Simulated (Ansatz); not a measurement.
Rhenium, hcp: convergence with Fermi-Dirac smearing

Computed with Ansatz, LDA, scalar-relativistic PAW, on the relaxed cell (a = 2.739 Å, c = 4.412 Å (c/a = 1.611); spin not included). Errors count from a run at 420 eV on a Γ-centred 22×22×12 mesh with Fermi-Dirac smearing of 0.1 eV, extrapolated to zero width. Fixed here: cutoff 420 eV, mesh 13×13×7. The SCF starts from atomic densities corrected by a trained network.

```
width (eV)  E(σ→0) error (meV/atom)  F error (meV/atom)  P (GPa)  SCF iterations
      0.01                     -0.9                -1.1    -0.33               6
      0.03                     -1.0                -2.1    -0.26               6
       0.1                     -0.6               -13.2    -0.01               6
       0.2                      1.8               -53.3     0.62               6
       0.3                      3.1              -123.1     1.58               6
       0.6                      2.6              -501.6     6.78               6
       1.0                      0.7             -1398.7    19.57               6
```
